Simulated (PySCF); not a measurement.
Compound: P2F4.
Bonds: F1–P2, P2–F3, P2–P4, P4–F5, P4–F6.

Jobs on this species (6 atoms, 66 electrons) with PySCF (density fitting). Hardware of each: one thread of an Arm Neoverse V2 (shared host). Times come from a shared host and carry two figures at best. Peak memory is the resident size of the whole Python process, interpreter and libraries included.

| level and settings | work | basis functions | SCF cycles | wall time | peak memory |
| --- | --- | --- | --- | --- | --- |
| KT3/pcSseg-2 | shieldings | 230 | ? | ? | ? |
| B97-D/pcSseg-2 | shieldings | 230 | ? | ? | ? |
| PBE0/pcSseg-2 | shieldings | 230 | 12 | 24 s | 1.0 GiB |
| mPW1PW91/pcSseg-2 | shieldings | 230 | 12 | 26 s | 1.0 GiB |
| B3LYP/pcSseg-2 | shieldings | 230 | 12 | 26 s | 1.0 GiB |
| PBE0-D3(BJ)/def2-SVP, grid level 1 | geometry optimisation from a GFN2-xTB start shaken at random | 92 | 49 | 18 s | 0.37 GiB |
| KT2/pcSseg-2 | shieldings | 230 | 15 | 25 s | 1.0 GiB |

Question: Fill in the missing figures.

Answer: 
- KT3/pcSseg-2; shieldings: 23 s, 1.1 GiB, 15 SCF cycles
- B97-D/pcSseg-2; shieldings: 23 s, 0.97 GiB, 14 SCF cycles

Question: What do all jobs in the table cost together?

Answer: About 2.8 min; the longest takes about 16 % of that, and about 1.4 times as long as the shortest.
